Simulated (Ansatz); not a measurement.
System: 1T (CdI2-type) TiTe₂. Method: rVV10 in Ansatz (PAW).

**Question.** Estimate the interlayer binding energy, layer repeat distance and gap between the layers that the calculation returns.

**Answer.** 
interlayer binding energy: 29.1 meV/Å²
layer repeat distance: 6.615 Å
gap between the layers: 3.174 Å

Spin–orbit coupling is not included.

The result took roughly 4 core-minutes.

Ansatz is a program for electronic structure.
